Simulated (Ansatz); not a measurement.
Input for Ansatz (development build ahead of 0.2.0):

```yaml
crystal:
  periodic: [false, false, false]
  atoms:
    - { symbol: O, position_ang: [0.0, 0.0, -0.6745] }
    - { symbol: F, position_ang: [0.0, 0.0, 0.6745] }
basis:
  gaussian: { orbitals: pcseg-2 }
magnetization:
  spin_polarized: true
  initial_magnetization: 1
hamiltonian:
  xc: pbe0
```

The input is written out in the form of the current development build from the run's settings.

Output:

| Item | Value |
| --- | --- |
| Converged | yes |
| Total energy | -174.77770 hartree |
| Spin squared of the determinant | 0.754 |
| Stability test | minimum |
